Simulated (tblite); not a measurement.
System: H2Br, doublet: collinear H-Br-H surface. Scanned: H-Br distance and Br-H distance.

Cartesian coordinates as functions of the variables (Å; names that start with a are angles):
```
H  0  0  -r1
Br  0  0  0
H  0  0  r2
```

Method: GFN2-xTB, 300 K electronic temperature run with tblite.

Energy in kcal/mol above the lowest grid point; x is the H-Br distance (Å), y the Br-H distance (Å).

```
y \ x   1.20  1.33  1.44  1.56  1.69  1.84     2  2.18  2.41  2.71  3.11  3.64  4.09
-----  -----  ----  ----  ----  ----  ----  ----  ----  ----  ----  ----  ----  ----
4.09    16.8   1.8   0.7   4.5  11.3  20.6  31.0  42.5  56.0  69.8  80.3  85.4     —
3.64    16.7   1.7   0.6   4.4  11.2  20.4  30.8  42.4  55.7  69.3  79.6     —  85.4
3.11    16.4   1.4   0.2   4.0  10.7  19.9  30.1  41.4  54.3  66.8  75.8  79.6  80.3
2.71    16.4   1.3   0.0   3.6  10.0  18.8  28.4  38.9  50.2  60.4  66.8  69.3  69.8
2.41    17.8   2.2   0.5   3.6   9.3  17.1  25.5  34.1  43.0  50.2  54.3  55.7  56.0
2.18    21.0   4.7   2.3   4.4   9.0  15.1  21.6  28.0  34.1  38.9  41.4  42.4  42.5
2       26.0   8.7   5.2   6.0   9.0  13.2  17.5  21.6  25.5  28.4  30.1  30.8  31.0
1.84    32.9  14.2   9.4   8.5   9.5  11.3  13.2  15.1  17.1  18.8  19.9  20.4  20.6
1.69    41.8  21.2  14.6  11.6  10.2   9.5   9.0   9.0   9.3  10.0  10.7  11.2  11.3
1.56    51.4  28.8  20.4  15.2  11.6   8.5   6.0   4.4   3.6   3.6   4.0   4.4   4.5
1.44    62.2  37.8  27.5  20.4  14.6   9.4   5.2   2.3   0.5   0.0   0.2   0.6   0.7
1.33    75.9  49.7  37.8  28.8  21.2  14.2   8.7   4.7   2.2   1.3   1.4   1.7   1.8
1.20   103.9  75.9  62.2  51.4  41.8  32.9  26.0  21.0  17.8  16.4  16.4  16.7  16.8
```

Points that lie below all their neighbours on the grid (none is named beside a point without a result): x = 1.44, y = 2.71 (0.0 kcal/mol); x = 2.71, y = 1.44 (0.0 kcal/mol). The lowest path on the grid from the first to the second passes x = 1.84, y = 1.69 at 9.5 kcal/mol.

A dash means that the run gave no value there, or that the column was ended at a point which the program doubted or which failed a test of continuity chosen for this set; such a test can also cut sound points.
